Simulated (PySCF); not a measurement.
# Level of theory and adiabatic energies of losing or gaining an electron: sulfur dimer

Structure: `[S][S]` (S2). The parent is a triplet.

All levels share the PBE0-D3(BJ)/ma-def2-SVP structures and the PBE0-D3(BJ)/ma-def2-SVP thermal terms; only the single-point energies (PySCF) change. Values are adiabatic energies of losing or gaining an electron (0 K, eV).

Measured (NIST Chemistry WebBook): adiabatic ionisation energy 9.36 eV; adiabatic electron affinity 1.66 eV.

```jsonl
{"level": "HF/aug-cc-pVTZ", "electron affinity to the radical anion": "0.86", "ionisation energy to the radical cation": "9.31", "time": "5.4 s"}
{"level": "PBE0-D3(BJ)/ma-def2-TZVP", "electron affinity to the radical anion": "1.57", "ionisation energy to the radical cation": "9.59", "time": "–"}
{"level": "MP2/aug-cc-pVTZ", "electron affinity to the radical anion": "1.59", "ionisation energy to the radical cation": "9.29", "time": "26 s"}
{"level": "CCSD(T)/aug-cc-pVTZ", "electron affinity to the radical anion": "1.62", "ionisation energy to the radical cation": "9.36", "time": "11 min"}
```

Times are wall times for all single points of a level on 1 thread of Arm Neoverse V1, a shared host; the dash marks the run that also made the structures.

Hartree-Fock leaves out electron correlation, so its ionisation energies and electron affinities from energy differences come out too low, often by 1 eV or more.

The widest spread is that of electron affinity to the radical anion: 0.76 eV, from 0.86 to 1.62.
